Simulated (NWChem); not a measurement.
System: hydrogen peroxide (H$_{2}$O$_{2}$); SMILES OO

NWChem printed, in part:

```
             Northwest Computational Chemistry Package (NWChem) 7.3.0
             --------------------------------------------------------

 C2  symmetry detected

                             Geometry "geometry" -> ""
                             -------------------------

 Output coordinates in angstroms (scale by  1.889725989 to convert to a.u.)

  No.       Tag          Charge          X              Y              Z
 ---- ---------------- ---------- -------------- -------------- --------------
    1 O                    8.0000     0.06260444    -0.70647211    -0.05469250
    2 O                    8.0000    -0.06260444     0.70647211    -0.05469250
    3 H                    1.0000    -0.72938515    -0.96236521     0.43754000
    4 H                    1.0000     0.72938515     0.96236521     0.43754000

 Effective nuclear repulsion energy (a.u.)      37.3949740223

      Symmetry information
      --------------------

 Group name             C2
 Group number              4
 Group order               2
 No. of unique centers     2

                                Z-matrix (autoz)
                                --------

 Units are Angstrom for bonds and degrees for angles

      Type          Name      I     J     K     L     M      Value
      ----------- --------  ----- ----- ----- ----- ----- ----------
    1 Stretch                  1     2                       1.41848
    2 Stretch                  1     3                       0.96697
    3 Stretch                  2     4                       0.96697
    4 Bend                     1     2     4               101.02897
    5 Bend                     2     1     3               101.02897
    6 Torsion                  3     1     2     4         117.51952

                           NWChem Geometry Optimization
                           ----------------------------

 maximum gradient threshold         (gmax) =   0.000450
 rms gradient threshold             (grms) =   0.000300
 maximum cartesian step threshold   (xmax) =   0.001800
 rms cartesian step threshold       (xrms) =   0.001200
 fixed trust radius                (trust) =   0.300000
 source of zmatrix                         =   autoz

          -------------------
          Energy Minimization
          -------------------

 Using diagonal initial Hessian
 Scaling for Hessian diagonals: bonds = 1.00  angles = 0.25  torsions = 0.10

          --------
          Step   0

                                 NWChem DFT Module
                                 -----------------

 Summary of "ao basis" -> "ao basis" (spherical)
 ------------------------------------------------------------------------------
       Tag                 Description            Shells   Functions and Types
 ---------------- ------------------------------  ------  ---------------------
 O                           6-31g*                  6       14   3s2p1d
 H                           6-31g*                  2        2   2s

      Symmetry analysis of basis
      --------------------------

        a          16
        b          16

            General Information
            -------------------
          SCF calculation type: DFT
          Wavefunction type:  closed shell.
          No. of atoms     :     4
          No. of electrons :    18
           Alpha electrons :     9
            Beta electrons :     9
          Charge           :     0
          Spin multiplicity:     1
          Use of symmetry is: on ; symmetry adaption is: on
          Maximum number of iterations: 150
          AO basis - number of functions:    32
                     number of shells:    16
          Convergence on energy requested:  1.00D-06
          Convergence on density requested:  1.00D-05
          Convergence on gradient requested:  5.00D-04

              XC Information
              --------------
                         B3LYP Method XC Potential
                     Hartree-Fock (Exact) Exchange  0.200
                        Slater Exchange Functional  0.800 local
                    Becke 1988 Exchange Functional  0.720 non-local
              Lee-Yang-Parr Correlation Functional  0.810
                  VWN I RPA Correlation Functional  0.190 local

[...]

      ----------------------
      Optimization converged
      ----------------------

  Step       Energy      Delta E   Gmax     Grms     Xrms     Xmax
  ---- ---------------- -------- -------- -------- -------- --------
@    3    -151.52976471 -1.5D-06  0.00033  0.00020  0.00075  0.00122
                                     ok       ok       ok       ok

                                Z-matrix (autoz)
                                --------

 Units are Angstrom for bonds and degrees for angles

      Type          Name      I     J     K     L     M      Value     Gradient
      ----------- --------  ----- ----- ----- ----- ----- ---------- ----------
    1 Stretch                  1     2                       1.45573    0.00012
    2 Stretch                  1     3                       0.97342   -0.00033
    3 Stretch                  2     4                       0.97342   -0.00033
    4 Bend                     1     2     4                99.72070    0.00002
    5 Bend                     2     1     3                99.72070    0.00002
    6 Torsion                  3     1     2     4         117.01175   -0.00002

                         Geometry "geometry" -> "geometry"
                         ---------------------------------

 Output coordinates in angstroms (scale by  1.889725989 to convert to a.u.)

  No.       Tag          Charge          X              Y              Z
 ---- ---------------- ---------- -------------- -------------- --------------
    1 O                    8.0000     0.06699912    -0.72477385    -0.05918876
    2 O                    8.0000    -0.06699912     0.72477385    -0.05918876
    3 H                    1.0000    -0.73251175    -0.96374035     0.44203626
    4 H                    1.0000     0.73251175     0.96374035     0.44203626

 Effective nuclear repulsion energy (a.u.)      36.6782378867

      Symmetry information
      --------------------

 Group name             C2
 Group number              4
 Group order               2
 No. of unique centers     2

                Final and change from initial internal coordinates
                --------------------------------------------------

                                Z-matrix (autoz)
                                --------

 Units are Angstrom for bonds and degrees for angles

      Type          Name      I     J     K     L     M      Value       Change
      ----------- --------  ----- ----- ----- ----- ----- ---------- ----------
    1 Stretch                  1     2                       1.45573    0.03725
    2 Stretch                  1     3                       0.97342    0.00646
    3 Stretch                  2     4                       0.97342    0.00646
    4 Bend                     1     2     4                99.72070   -1.30827
    5 Bend                     2     1     3                99.72070   -1.30827
    6 Torsion                  3     1     2     4         117.01175   -0.50777

[...]

 Rotational Constants
 --------------------
 A=   9.913204 cm-1  ( 14.262570 K)
 B=   0.880134 cm-1  (  1.266289 K)
 C=   0.847063 cm-1  (  1.218708 K)

 Temperature                      =   298.15K
 frequency scaling parameter      =   1.0000

 Zero-Point correction to Energy  =   16.457 kcal/mol  (  0.026226 au)
 Thermal correction to Energy     =   18.493 kcal/mol  (  0.029471 au)
 Thermal correction to Enthalpy   =   19.086 kcal/mol  (  0.030415 au)

 Total Entropy                    =   54.421 cal/mol-K
   - Translational                =   36.486 cal/mol-K (mol. weight =  34.0055)
   - Rotational                   =   16.645 cal/mol-K (symmetry #  =        2)
   - Vibrational                  =    1.290 cal/mol-K

 Cv (constant volume heat capacity) =    8.168 cal/mol-K
   - Translational                  =    2.979 cal/mol-K
   - Rotational                     =    2.979 cal/mol-K
   - Vibrational                    =    2.209 cal/mol-K

[normal modes left out]

 ----------------------------------------------------------------------------
 Normal Eigenvalue ||           Projected Infra Red Intensities
  Mode   [cm**-1]  || [atomic units] [(debye/angs)**2] [(KM/mol)] [arbitrary]
 ------ ---------- || -------------- ----------------- ---------- -----------
    1       -0.000 ||    0.075029           1.731        73.142      20.155
    2       -0.000 ||    0.000005           0.000         0.005       0.001
    3       -0.000 ||    0.008218           0.190         8.012       2.208
    4        0.000 ||    0.008838           0.204         8.616       2.374
    5        0.000 ||    0.000027           0.001         0.026       0.007
    6        0.000 ||    0.000017           0.000         0.016       0.005
    7      355.812 ||    0.202525           4.672       197.431      54.405
    8      953.817 ||    0.001764           0.041         1.720       0.474
    9     1335.077 ||    0.112261           2.590       109.438      30.157
   10     1466.780 ||    0.000610           0.014         0.595       0.164
   11     3701.964 ||    0.006035           0.139         5.883       1.621
   12     3703.773 ||    0.031374           0.724        30.585       8.428
 ----------------------------------------------------------------------------
```

Level: B3LYP/6-31G* (spherical d). 

Question: Reconstruct the input file.

Answer: Several could match; the one computed here: the input that was run:
```
start job
memory heap 200 mb stack 900 mb global 1100 mb
geometry units angstroms
  O      0.040794    -0.708066    -0.122099
  O     -0.040790     0.708067    -0.122096
  H     -0.758713    -0.939419     0.370136
  H      0.758709     0.939418     0.370134
end
basis spherical
  * library 6-31g*
end
dft
  xc b3lyp
  iterations 150
end
driver
  maxiter 120
end
task dft optimize
task dft freq
```
